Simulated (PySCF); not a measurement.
Species: C3H3NO.
Bonds: C1–C2 (aromatic), C2–O3 (aromatic), O3–C4 (aromatic), C4–N5 (aromatic), C1–N5 (aromatic). Hydrogens: H6 on C1; H7 on C2; H8 on C4.

Computed with PySCF, PBE0-D3(BJ)/def2-SVP geometry optimisation, gas phase.

(1) List the bond lengths and angles at this level.

Answers

(1) 
```tsv
bond	length (bohr)	order
C1–C2	2.569	aromatic
C2–O3	2.559	aromatic
O3–C4	2.538	aromatic
C4–N5	2.437	aromatic
C1–N5	2.606	aromatic
C1–H6	2.057	single
C2–H7	2.052	single
C4–H8	2.058	single
```

Orders are formal, as drawn. A selection of angles:
```tsv
angle	degrees
C2–C1–N5	108.9
C2–C1–H6	128.9
N5–C1–H6	122.3
C1–C2–O3	107.6
C1–C2–H7	135.2
O3–C2–H7	117.2
C2–O3–C4	104.8
O3–C4–N5	114.4
O3–C4–H8	117.0
N5–C4–H8	128.6
C1–N5–C4	104.3
```

The 5 heavy atoms lie in one plane (0.000 Å rms). The 5-membered ring C1–C2–O3–C4–N5 has internal angles of 104.3° to 114.4°; it is planar, 0.00 Å rms from its mean plane, widest ring torsion 0°. O3 (furan-type oxygen) is bent (angle 104.8°). The C–N distances run from 1.290 Å (C4–N5, aromatic) to 1.379 Å (C1–N5, aromatic), a spread of 0.089 Å.

Point group: Cs (tolerance 0.08 Å). No PBE0-D3(BJ)/def2-SVP frequencies stand behind this structure, so it isn't proved a minimum.

Time: 15 s wall; peak memory 0.36 GiB. Hardware: Arm Neoverse N1, one thread, shared host. These figures are those of the optimisation.
